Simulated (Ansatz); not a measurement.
C3H5NO, SMILES `COC1=NC1`, one more setting.

```yaml
crystal:
  periodic: [false, false, false]
  atoms:
    - {symbol: C, position_ang: [-1.390284, -1.069240, -0.198030]}
    - {symbol: O, position_ang: [-0.949214, 0.154682, 0.351920]}
    - {symbol: C, position_ang: [0.354172, 0.350218, 0.129574]}
    - {symbol: N, position_ang: [1.363544, -0.137977, -0.340007]}
    - {symbol: C, position_ang: [1.464508, 1.242881, 0.269870]}
    - {symbol: H, position_ang: [-2.447218, -1.067377, -0.012714]}
    - {symbol: H, position_ang: [-1.220793, -1.108941, -1.222642]}
    - {symbol: H, position_ang: [-0.871680, -1.816435, 0.287223]}
    - {symbol: H, position_ang: [1.988721, 1.301873, 1.238458]}
    - {symbol: H, position_ang: [1.630562, 2.122783, -0.401018]}
basis:
  gaussian: {orbitals: "6-31++G**", nuclear_model: gaussian, point_charges: [{charge: 2.00, position_ang: [6.808, -0.066, -0.131]}]}
hamiltonian: {xc: {name: B2PLYP}}
output: {forces: true}
```

```sh
$ ansatz run in.yaml --threads 2 --pin off --events-out ev --progress --plain --max-ram 4352MiB
```

Shortened log:

```
Functional definition: B2PLYP
1130 factors; integrals over basis functions are off by at most 1.3e-3 eV
mean field evaluation 1: about -6708.0550 eV, gradient 5.0e1 eV
mean field evaluation 2: about -6708.7512 eV, gradient 4.9e1 eV
mean field evaluation 4: about -6713.8236 eV, gradient 1.0e1 eV
mean field evaluation 8: about -6714.0495 eV, gradient 7.9e-1 eV
mean field evaluation 16: about -6714.0508 eV, gradient 3.6e-4 eV
mean field -6714.05079736 eV, -246.7368158560 hartree, gradient 3.9e-6 eV, S^2 0.000000; 0 other end points of the search recorded, 0 dependent functions left out
5 core orbitals not correlated: weight in the atoms' cores, before any rotation towards them, 1.000 or more for the frozen orbitals, at most 0.000 for the correlated occupied ones
reference -6714.05100057 eV, -246.7368233239 hartree; 14, 14 occupied and 106, 106 virtual orbitals, 1130 factors
second order -25.34751835 eV of doubles, -0.00000000 eV of singles
Total energy: -6720.89483053 eV, -246.9883294357 hartree
Atom 0 at    -1.390284    -1.069240    -0.198030 Å, force    -1.620372     0.707200     0.442851 eV/Å
Atom 1 at    -0.949214     0.154682     0.351920 Å, force     2.022101     1.557762    -0.064522 eV/Å
Atom 2 at     0.354172     0.350218     0.129574 Å, force    -4.242109     2.179646     1.906233 eV/Å
Atom 3 at     1.363544    -0.137977    -0.340007 Å, force     3.425116    -2.896900    -2.199678 eV/Å
Atom 4 at     1.464508     1.242881     0.269870 Å, force     0.456454     1.749334     0.600133 eV/Å
Atom 5 at    -2.447218    -1.067377    -0.012714 Å, force    -0.450073    -0.392640     0.182539 eV/Å
Atom 6 at    -1.220793    -1.108941    -1.222642 Å, force     0.389341     0.000552    -2.026510 eV/Å
Atom 7 at    -0.871680    -1.816435     0.287223 Å, force     0.779172    -2.114914     1.041179 eV/Å
Atom 8 at     1.988721     1.301873     1.238458 Å, force    -0.258392     0.084657    -0.336613 eV/Å
Atom 9 at     1.630562     2.122783    -0.401018 Å, force    -0.310578    -0.843180     0.486626 eV/Å
Dipole moment:    -0.701943    -0.062548     0.044515 e Å
```

Run time 9 s (2 threads of an Arm Neoverse V1 on a shared host); peak host memory 0.46 GiB.
